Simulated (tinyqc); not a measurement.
Coupled-perturbed Hartree-Fock on RHF in the sto-3g basis, for BH3, spin multiplicity 1, step by step. One step of it, computed by the program tinyqc.

Question. Response to a field: uncoupled start. Field along z; U_ai = -mu_ai / (e_a - e_i), alpha = -4 sum U_ai mu_ai.

orbital energies (hartree): MO1 -7.413536, MO2 -0.681899, MO3 -0.476393, MO4 -0.476393, MO5 0.236394, MO6 0.748562, MO7 0.793734, MO8 0.793734

dipole integrals <a|z|i> (bohr):
```
           i1         i2        i3        i4
a5   0.122216   0.817121  0.000000  0.000001
a6  -0.003786  -0.001995  0.000000  0.000000
a7   0.000000   0.000000  0.000000  0.027436
a8   0.000000   0.000000  0.027436  0.000000
```

Give: uncoupled U; uncoupled polarisability.

Answer.

uncoupled U:
```
        i1      i2      i3      i4
a5  -0.016  -0.890   0.000   0.000
a6   0.000   0.001   0.000   0.000
a7   0.000   0.000   0.000  -0.022
a8   0.000   0.000  -0.022   0.000
```

uncoupled polarisability = 2.921 bohr^3
